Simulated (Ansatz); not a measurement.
# C3H7NO: molecular dynamics

The plan is to follow the molecule's vibrations and see whether its bonds hold. The start is relaxed first. Runs: 436 steps of 0.25 fs under a Langevin thermostat at 400 K. SMILES of the start: CC(N)C=O.

Method: RKS PBE/6-31G, in Ansatz 0.2.0.

### Step 1. The structure to begin with

Bond lengths: C1–C2 1.519 Å, C2–N3 1.440 Å, C2–C4 1.525 Å, C4–O5 1.215 Å, C1–H6 1.162 Å, C1–H7 1.055 Å, C1–H8 1.088 Å, C2–H9 1.141 Å, N3–H10 1.054 Å, N3–H11 1.049 Å, C4–H12 1.087 Å. Angles (14 of 18 angles, heavy atoms first): C1–C2–N3 107.5°, C1–C2–C4 114.0°, N3–C2–C4 105.6°, C2–C4–O5 124.0°, C1–C2–H9 111.1°, N3–C2–H9 109.4°, C4–C2–H9 109.0°, C2–C1–H6 106.2°, C2–C1–H7 112.5°, C2–C1–H8 110.3°, C2–N3–H10 109.5°, C2–N3–H11 109.5°, C2–C4–H12 115.4°, O5–C4–H12 120.1°.

Coordinates:

```xyz
12

C    -0.8833   -1.0037    0.0100
C     0.0309    0.1783    0.2819
N     1.3877   -0.3011    0.2231
C    -0.0597    1.2857   -0.7631
O    -0.2062    2.4619   -0.4955
H    -1.9664   -0.5819    0.0042
H    -0.8176   -1.7459    0.7566
H    -0.7124   -1.3893   -0.9927
H    -0.1697    0.6240    1.3124
H     2.0455    0.4714    0.5069
H     1.5448   -1.0047    0.9855
H    -0.1167    0.9501   -1.7953
```

### Step 2. Preparing the start

input.yaml

```yaml
crystal:
  periodic: [false, false, false]
  atoms:
    - { symbol: C, position_ang: [-0.8833, -1.0037, 0.01] }
    - { symbol: C, position_ang: [0.0309, 0.1783, 0.2819] }
    - { symbol: "N", position_ang: [1.3877, -0.3011, 0.2231] }
    - { symbol: C, position_ang: [-0.0597, 1.2857, -0.7631] }
    - { symbol: O, position_ang: [-0.2062, 2.4619, -0.4955] }
    - { symbol: H, position_ang: [-1.9664, -0.5819, 0.0042] }
    - { symbol: H, position_ang: [-0.8176, -1.7459, 0.7566] }
    - { symbol: H, position_ang: [-0.7124, -1.3893, -0.9927] }
    - { symbol: H, position_ang: [-0.1697, 0.624, 1.3124] }
    - { symbol: H, position_ang: [2.0455, 0.4714, 0.5069] }
    - { symbol: H, position_ang: [1.5448, -1.0047, 0.9855] }
    - { symbol: H, position_ang: [-0.1167, 0.9501, -1.7953] }
basis:
  gaussian: { orbitals: "6-31G" }
hamiltonian:
  xc: pbe
relax:
  f_tol: 0.02
  max_steps: 40
scf:
  lower_state_search: "off"
```

Launch:

```sh
ansatz run input.yaml --threads 1 --pin off --max-ram 2048MiB --backend cpu --events-out ev --progress --plain --runs-dir out
```

The runs that follow: Dynamics.

Before running it: what results should come out? Wanted: relaxation of the start; temperature, first and last step; temperature, second half; potential energy, second half; bonds formed or broken.

As calculated:

| quantity | value |
| --- | --- |
| relaxation of the start | 16 moves, 0.479 eV lower |
| length | 436 steps of 0.25 fs |
| temperature, first and last step | 367 and 170 K |
| temperature, second half | mean 201 K, from 115 to 297 K |
| potential energy, second half | +21 meV/atom from the start |
| bonds formed or broken | 0 |

What this shows: Against a set 400 K the second half averages 201 K with a spread of 43 K; 21 meV/atom has gone into potential energy, and a thermostat that acts over some 1000 fs has not made it up in 109 fs. The bonding pattern survives the run. A run of 109 fs with 12 atoms shows the motion but fixes no equilibrium value. The nuclei move classically, without zero-point motion, which matters most for hydrogen. In so small a basis the energies are only a sketch.
